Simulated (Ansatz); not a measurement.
Born–Oppenheimer molecular dynamics of C$_{2}$H$_{7}$NS (11 atoms, charge 0, multiplicity 1). It starts at the highest image of a converged band. Of that band: The profile has 2 maxima (images 3, 5) with wells between them (image 4): this band takes more than one step, which may be the mechanism or a detour left from its start path. Neighbouring images differ by up to 2.8 eV, so the band resolves the path poorly. A vibrational analysis at the climbing image gives one clearly imaginary mode, 332i cm⁻¹: a first-order saddle point.

These are results of Ansatz, RKS PBE0-D4/def2-SVP, not measurements.

| Quantity | Value |
| --- | --- |
| ensemble | NVE (velocity Verlet) |
| time step | 0.5 fs |
| steps asked | 200 |
| starting velocities drawn for | 100 K |
| seed | 10927 |

First frame:

```xyz
11
Properties=species:S:1:pos:R:3
N -0.305 1.488 -0.039
C -0.714 0.038 -0.309
C 0.564 -0.764 -0.339
S 0.264 -2.539 -0.107
H 0.709 1.619 -0.169
H -0.760 2.131 -0.691
H -1.293 -0.248 0.586
H -0.507 1.849 0.908
H 1.069 -0.742 -1.325
H 1.357 -0.457 0.398
H -0.319 -2.433 1.108
```

(1) What does the run give?

(2) What happens to the structure?

(3) How do temperature and energy run in time?

Answers

(1) All steps were run.

```
steps done                                               : 200
time covered                                             : 100 fs
mean temperature over the second half                    : 126 K
spread of the potential energy over the second half      : 6.0 meV per atom
mean potential energy of the second half above the start : -2.7 meV per atom
```

The conserved energy stayed within 0.047 meV per atom of its start (net change 0.025 meV per atom), so the integration is sound. A run of 0.1 ps of so small a system gives no equilibrium averages. The orbitals stay closed-shell, which can raise the energy where a bond breaks towards radicals; this wasn't checked here.

(2) The step under study would form N1–H8 and break C2–H8. These pairs go: N1–H8 1.03 → 1.03 Å, C2–H8 2.19 → 2.19 Å. In the last frame they stand as after the step (other bonds may differ from the relaxed reactants and products). It ends as one piece, C2H7NS. Pairs count as bonded within 1.25 times the sum of covalent radii (0.12 Å more for H–H). Another seed would give other details.

(3) 
```tsv
time (fs)	T (K)	potential energy less start (eV)	conserved less start (meV/atom)
0.0	100	0.000	0.00
3.0	58	0.050	0.05
6.0	42	0.068	0.03
9.0	40	0.071	0.04
12.0	70	0.035	0.02
15.0	65	0.042	0.03
18.0	66	0.040	0.02
21.0	56	0.052	0.04
24.0	65	0.041	0.02
27.0	65	0.041	0.04
30.0	95	0.007	0.02
33.0	103	-0.003	0.03
36.0	109	-0.010	0.03
39.0	125	-0.029	0.03
42.0	165	-0.076	0.02
45.0	177	-0.089	0.03
48.0	188	-0.102	0.03
51.0	196	-0.111	0.03
54.0	216	-0.135	0.02
57.0	213	-0.131	0.03
60.0	206	-0.124	0.02
63.0	174	-0.085	0.04
66.0	165	-0.075	0.02
69.0	136	-0.042	0.04
72.0	139	-0.046	0.02
75.0	112	-0.014	0.04
78.0	102	-0.003	0.02
81.0	76	0.028	0.04
84.0	82	0.021	0.02
87.0	70	0.035	0.04
90.0	71	0.034	0.02
93.0	62	0.045	0.03
96.0	62	0.045	0.03
99.0	61	0.046	0.03
```

Time of the run: 7 min on 2 threads of Arm Neoverse V1 (shared host), peak memory 0.19 GiB.
